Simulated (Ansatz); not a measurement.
We consider SnSe (Pnma, No. 62), described by HSE06 (PAW; Ansatz, a program for electronic structure).

Settings: plane-wave cutoff 460 eV, 2×6×6 k mesh (along the axes of the cell as run), Fermi–Dirac smearing 0.01 eV, scalar-relativistic PAW data made under PBE.

Cell (relaxed with PBEsol):

SnSe has the orthorhombic space group Pnma (No. 62), Pearson symbol oP8. Cell: a = 11.426 Å, b = 4.151 Å, c = 4.365 Å, α = 90.00°, β = 90.00°, γ = 90.00°. Sn on 4c sees 3 Se at 2.754–2.806 Å and 3 Se at 3.260–3.411 Å. Se on 4c sees 3 Sn at 2.754–2.806 Å and 3 Sn at 3.260–3.411 Å. (Neighbours: up to the widest gap in distance over summed covalent radii, below 1.35, at either atom; cation-cation and far metal-metal contacts left out.)

### Question
Estimate the band gap, smallest direct gap on the k points sampled and Γ–Γ gap that the calculation returns.

### Answer

- band gap = 0.84 eV
- smallest direct gap on the k points sampled = 0.92 eV
- Γ–Γ gap = 1.67 eV

Measured, for comparison: band gap 0.91 eV (temperature not stated, not corrected to a static lattice, compiled measured gap; kind and temperature not stated; as tabulated in Kothakonda et al. (2022), arXiv:2208.02841).

Note: the cell comes from a level without a dispersion term, which matters for the spacing of layers, chains or molecules; cell and atoms aren't relaxed at this level (largest force component 0.14 eV/Å, pressure 1.5 GPa).

Spin–orbit coupling is not included.

The computed numbers hold no vibrational or temperature effects.
